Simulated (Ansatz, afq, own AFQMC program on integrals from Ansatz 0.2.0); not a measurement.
AFQMC on a folder of integrals that Ansatz 0.2.0 wrote.

```yaml
crystal:
  periodic: [false, false, false]
  atoms:
    - {symbol: Al, position_ang: [0.000000, 0.000000, -0.102095]}
    - {symbol: H, position_ang: [0.000000, 0.899579, 1.366496]}
    - {symbol: H, position_ang: [0.000000, -0.899579, 1.366496]}
basis:
  gaussian: {orbitals: cc-pVDZ}
total_charge: 1
magnetization: {spin_polarized: true, initial_magnetization: 2}
correlation: {method: ccsd_t, electrons: outside_noble_gas, hamiltonian_folder: ham}
```

```sh
$ ansatz run in.yaml --threads 1 --pin off --events-out ev --progress --plain --max-ram 16896MiB --backend cuda --devices 0, --max-vram 18GiB
```

afq runs on the folder ham with

```
--method free --trial cisd --walkers 4000 --time-step 0.03 --max-blocks 4000 --target-error 0.00024 --factor-cut 1e-05 --seed 4190 --times 0,0.3,0.6,1.2,1.8,2.4,3.6,4.8,6 --taylor-order 8
```

Times are imaginary, in 1/Eh. The walk had a cap of 61 s.

afq prints:

```
orbitals 23  electrons 3 1  factors 158 of 267
reference energy -242.68680988 Eh
CCSD correlation -0.05083157 Eh in 12 cycles, weight of the determinant in the CISD state 0.9462
repeat  energy at the last time / Eh  error
    10  -242.738924  0.000012
    20  -242.738925  0.000011
    30  -242.738932  0.000009
time / (1/Eh)  energy / Eh  error  mean overlap
  0.00  -242.737640  0.000001  1.0567
  0.30  -242.738152  0.000003  1.0571
  0.60  -242.738432  0.000003  1.0574
  1.20  -242.738701  0.000004  1.0569
  1.80  -242.738809  0.000006  1.0586
  2.40  -242.738883  0.000007  1.0560
  3.60  -242.738917  0.000009  1.0573
  4.80  -242.738935  0.000009  1.0576
  6.00  -242.738933  0.000008  1.0608
energy -242.738933 +/- 0.000008 Eh
```

The run passed its tests (error under three times the target), which doesn't prove that it has relaxed.

Against this walk (error 0.2 meV) on the same determinant: CCSD(T) 11.1 meV higher, CCSDT(Q) 0.6 meV lower, full CI 0.6 meV lower. The error is statistical, and a free projection of finite length keeps a remainder of its start.

Cautions: remainder of the start not in the error; lower spins were not checked.

The walk took 25 s on 1 × NVIDIA H100 80GB HBM3 with 2 threads of AMD EPYC 7R13 Processor (Zen 3), with other jobs on the host (the card was shared). The log's last line is the free-projection energy.

CCSDT and higher add their correlation energy to the determinant of the CCSD(T) run, since their own runs factorise the integrals more tightly (a shift of under 2 meV). A walk keeps the symmetry of its determinant, which the program's search chose and which needn't be the lowest solution, so a lower state of the same spin and another symmetry isn't excluded.
